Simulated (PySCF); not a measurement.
**Exact mass, isotope pattern and composition**

Species: cyanobutadiynyl radical (`[C]#CC#CC#N`).

Calculated from isotope tables alone.

Task: Molar mass and exact mass?

Result: For C5N, with standard atomic weights, 5 × 12.011 + 1 × 14.007 = 74.062 g/mol. From the most abundant isotopes (12C, 14N), 5 × 12.000000 + 1 × 14.003074 = 74.0031 u.

Task: What cluster does the singly charged cation M+ show when like nominal masses merge?

Result: 
```
nominal mass  m/z (centroid)  relative intensity
          74         74.0025               100.0
          75         75.0055                 5.8
          76         76.0083                 0.1
```

Lines under 0.1 % of the tallest are left out. One electron mass, 0.00055 u, is taken off.

Task: What is the composition by mass?

Result: C 81.09 %, N 18.91 %.

Task: Protons, neutrons, electrons, and exact less nominal mass of the monoisotopic species?

Result: 37 protons, 37 neutrons and 37 electrons; 74.0031 − 74 = +0.0031 u.

Task: What resolving power m/Δm just matches the spacing of the species with one 15N and with one 13C?

Result: They lie 0.00632 u apart at mass 75.00, so m/Δm is about 12000.

Task: Resolve the fine structure: one atom at a time replaced by a minor isotope.

Result: Intensity in % of the monoisotopic species:

```tsv
isotope	mass shift (u)	m/z	intensity (%)
15N	+0.99703	74.9996	0.37
13C	+1.00335	75.0059	5.41
```

Species under 0.02 % are left out.
